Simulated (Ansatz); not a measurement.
This Ansatz (an electronic-structure program) input (CCSD(T)/6-31+G*) gives -100.20810 Eh with 21 basis functions. A basis named .json is the Basis Set Exchange file of that set (core-valence sets with the plain set on hydrogen).

Ansatz 0.2 input:
```yaml
crystal:
  periodic: [false, false, false]
  atoms:
    - {symbol: F, position_ang: [-0.00000000, -0.00000000, -0.09245367]}
    - {symbol: H, position_ang: [0.00000000, 0.00000000, 0.83208299]}
basis:
  gaussian:
    orbitals: 6-31+G_.json
magnetization: {spin_polarized: false}
correlation: {method: ccsd_t, electrons: outside_noble_gas}
```

Change:
```diff
- orbitals: 6-31+G_.json
+ orbitals: def2-TZVP
```

What does the run give now?

-100.33901 Eh (CCSD(T)/def2-TZVP, 37 functions), a change of -130.91 mEh.
